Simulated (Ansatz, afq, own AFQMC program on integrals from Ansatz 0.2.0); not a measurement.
Breaking Si2–H8 in Si3Ge2H10, singlet

```yaml
atoms:
  - { symbol: Si, position_ang: [-1.0213, 1.5567, 0.6581] }
  - { symbol: Si, position_ang: [-0.0678, -0.1378, 1.9832] }
  - { symbol: Ge, position_ang: [1.5731, -1.1374, 0.5468] }
  - { symbol: Ge, position_ang: [0.7456, -0.7390, -1.7227] }
  - { symbol: Si, position_ang: [-1.2840, 0.5085, -1.4323] }
  - { symbol: H, position_ang: [-0.0349, 2.6766, 0.5196] }
  - { symbol: H, position_ang: [-2.2990, 2.1000, 1.2147] }
  - { symbol: H, position_ang: [0.5135, 0.3662, 3.2661] }
  - { symbol: H, position_ang: [-1.1213, -1.1555, 2.2968] }
  - { symbol: H, position_ang: [1.7515, -2.6411, 0.8336] }
  - { symbol: H, position_ang: [2.9381, -0.4445, 0.7318] }
  - { symbol: H, position_ang: [0.4999, -2.0605, -2.4766] }
  - { symbol: H, position_ang: [1.7762, 0.0866, -2.5186] }
  - { symbol: H, position_ang: [-1.5365, 1.4699, -2.5503] }
  - { symbol: H, position_ang: [-2.4331, -0.4488, -1.3502] }
```

Products: Si$_{3}$Ge$_{2}$H$_{9}$ (doublet; SiH2–SiH2–GeH2–GeH2–SiH, closed to a ring) and H (doublet), each relaxed with PBE0/def2-SVP like the molecule; electronic energies without zero-point terms. Determinants: RHF, UHF and UHF in that order.

Basis def2-SVP. Only valence electrons are correlated. Integrals, coupled cluster, full CI and functionals: Ansatz 0.2.0; the random walks run on the same integrals in our own AFQMC program. The CISD trial takes its coefficients from CCSD amplitudes. Released means that phaseless walkers are propagated on without the constraint, phases kept. Uncertainties: one standard error, sampling alone. No spin–orbit coupling. The errors of all members are added in quadrature.

No full CI on the walks' own integrals is used here. The released AFQMC energy serves as the reference, which it does only where one determinant dominates, the energy is flat over the last release times and near the phaseless one (40 meV or 2 meV an electron, half that with transition metals). On small molecules, where full CI could be run and the noise was under 10 meV, such values lay within 10 meV of it in 19 cases of 20, a flattering rate, since the rule was set on those same cases; what remains of the bias isn't in the error bar. Each member takes its own surest rung, up to full CI.

Errors are counted within def2-SVP, not against nature.

Cautions: inner d shell frozen; no relativity below Rb; no spin-orbit coupling; Si₃Ge₂H₁₀ (singlet): the ph-AFQMC/CISD walk drifts between its halves (2.1 errors), the released value is read at 0.90 1/Eh with a noise of 19 meV, more than in the cases checked (meV from the phaseless value at times in 1/Eh: -11 ± 12 at 0.21, -12 ± 12 at 0.42, -24 ± 17 at 0.63, -34 ± 19 at 0.90); Si₃Ge₂H₉ (doublet): the released value is read at 0.63 1/Eh with a noise of 17 meV, more than in the cases checked, later times being too noisy (meV from the phaseless value at times in 1/Eh: -15 ± 13 at 0.21, -16 ± 17 at 0.42, -27 ± 17 at 0.63, -18 ± 24 at 0.90).

```
level  bond energy (kcal/mol)
  MP2                    83.9
 CCSD                    86.1
```

(1) From these cheaper values, estimate the bond energy at the reference level in def2-SVP.

(1) 86.0 ± 0.6 kcal/mol (AFQMC with the constraint released in def2-SVP).

```csv
level,bond energy (kcal/mol),error against released AFQMC (kcal/mol)
HF,70.4,-15.6 ± 0.6
CCSD(T),86.1,0.1 ± 0.6
ph-AFQMC/CISD,85.9 ± 0.3,-0.2 ± 0.7
```

Correlation beyond CCSD(T) changes it by less than twice the noise. The perturbative (T) step is worth +0.1 kcal/mol.

Released energies are given only where the last usable release times agree within the noise; a slower fall can still hide under it.
